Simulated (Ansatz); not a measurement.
hcp Hf

All values below come from PBEsol in Ansatz (plane waves, PAW).

Settings: plane-wave cutoff 520 eV, 24×24×14 k mesh (along the axes of the cell as run), Fermi–Dirac smearing 0.038 eV (set by the program), scalar-relativistic PAW data made under PBE.

Cell (relaxed at this level):

```
Hf
1.0
    3.15869     0.00000     0.00000
   -1.57934     2.73550     0.00000
    0.00000     0.00000     5.00105
Hf
2
Cartesian
  1.57934   0.91183   3.75079
  0.00000   1.82367   1.25026
```

| Quantity | Result |
|---|---|
| elastic constant C11 | 190 GPa |
| elastic constant C12 | 73.1 GPa |
| elastic constant C13 | 72.6 GPa |
| elastic constant C33 | 208 GPa |
| elastic constant C44 | 52.4 GPa |
| elastic constant C66 | 58.4 GPa |
| Voigt–Reuss–Hill bulk modulus | 114 GPa |
| polycrystal shear modulus (Hill average) | 57.1 GPa |
| Young modulus | 147 GPa |
| Poisson ratio | 0.285 |

Elastic constants are with the ions relaxed.

Spin–orbit coupling is not included.

It cost roughly 60 core-minutes of CPU time.

Ansatz is an electronic-structure program.
